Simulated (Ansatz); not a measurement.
System: antiferromagnetic (type II) rock-salt NiO. Method: BLYP (plane waves, PAW; Ansatz, a program for electronic structure).

Settings: plane-wave cutoff 520 eV, 14×14×14 k mesh, Fermi–Dirac smearing 0.01 eV, spin-polarised with opposed moments, scalar-relativistic PAW data made under PBE.

Equation-of-state points:

```tsv
V (Å³/atom)	E − E_lowest (meV/atom)	P (GPa)
9.225	9.03	7.81
9.417	2.18	3.69
9.609	0.00	0.01
9.801	2.00	-3.29
9.993	7.75	-6.24
```

Task: Fit the third-order Birch–Murnaghan equation and give B0 and B′.

Result: V0 = 9.609 Å³/atom, B0 = 174 GPa, B′ = 4.5 (fit to the energies at full precision).

Shape and atoms are relaxed at each volume.

Measured, for comparison: bulk modulus 192 ± 7 GPa (room temperature, no zero-point or thermal correction, equation of state from high-pressure X-ray diffraction, our sources range from 174 to 209; as tabulated in Gavriliuk et al., The first-order structural transition in NiO at high …); equilibrium volume per atom 9.07 Å³/atom (5 K, zero-point motion not removed, pseudo-cubic cell; as tabulated in Yang et al. (2022), arXiv:2205.02972). Computed (rounded) less measured: bulk modulus not scored (sources differ), equilibrium volume per atom +6.0 %.

Note: without U or exact exchange, gaps and moments of open d shells tend to come out too small; the bulk modulus comes from volumes at which shape and atoms were relaxed.

Static lattice: no zero-point or thermal effects.
